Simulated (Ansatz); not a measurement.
A nudged elastic band was laid between two geometries of C$_{2}$H$_{5}$N (8 atoms, charge 0, multiplicity 1).

The calculation used RKS r2SCANh-D4/def2-SVP (Ansatz).

```yaml
movable_images: 7
climbing_image: yes
spring: 5.0 eV/Å²
optimiser: quadratic models (default)
start_path: IDPP
force_threshold: 0.03 eV/Å
iteration_limit: 60
end_points: relaxed
```

Initial state:

```xyz
8
Properties=species:S:1:pos:R:3
C -0.952 0.439 -0.575
C 0.173 0.373 0.155
N 0.784 -0.765 0.638
H -1.478 -0.460 -0.907
H -1.380 1.406 -0.834
H 0.666 1.299 0.471
H 0.497 -1.639 0.214
H 1.783 -0.710 0.782
```

Final state:

```xyz
8
Properties=species:S:1:pos:R:3
C -0.952 0.438 -0.575
C 0.172 0.374 0.156
N 0.785 -0.765 0.638
H -1.383 1.404 -0.833
H -1.475 -0.461 -0.909
H 0.663 1.300 0.475
H 0.497 -1.638 0.213
H 1.784 -0.709 0.780
```

Which bonds break or form, and what moves?

No bond is made or broken. The dihedral H5–C1–C2–N3 goes from 175 to -3°. The two ends are copies of one structure, up to a mirror image or an exchange of like atoms.

What energy profile does the band end with?

It converged. The highest image is number 4 of 0 to 8, 2.56 eV above the ends, which have the same energy within 2 meV. Neighbouring images differ by up to 1.2 eV, so the band resolves the path poorly. A vibrational analysis at the climbing image gives one clearly imaginary mode, 1255i cm⁻¹: a first-order saddle point.

| image | path coordinate (Å) | energy (eV) | dihedral H5–C1–C2–N3 (°) |
| --- | --- | --- | --- |
| 0 | 0.00 | 0.00 | 175 |
| 1 | 0.50 | 0.11 | -172 |
| 2 | 1.00 | 0.73 | -156 |
| 3 | 1.51 | 1.88 | -143 |
| 4 | 2.01 | 2.56 | -128 |
| 5 | 2.56 | 1.76 | -87 |
| 6 | 3.11 | 0.53 | -36 |
| 7 | 3.66 | 0.04 | -4 |
| 8 | 4.22 | 0.00 | -3 |

What is the geometry of the highest image?


```xyz
8
Properties=species:S:1:pos:R:3
C -1.078 0.041 -0.591
C 0.063 0.223 0.230
N 1.101 -0.571 0.114
H -1.935 -0.002 0.120
H -1.264 1.042 -1.043
H 0.254 0.988 1.031
H 1.009 -1.300 -0.598
H 1.941 -0.479 0.681
```

The band took 12 iterations and about 4 core-minutes.

Time of the run: 3.6 min on 1 thread of Arm Neoverse V1, with other jobs on the host, peak memory 0.13 GiB.
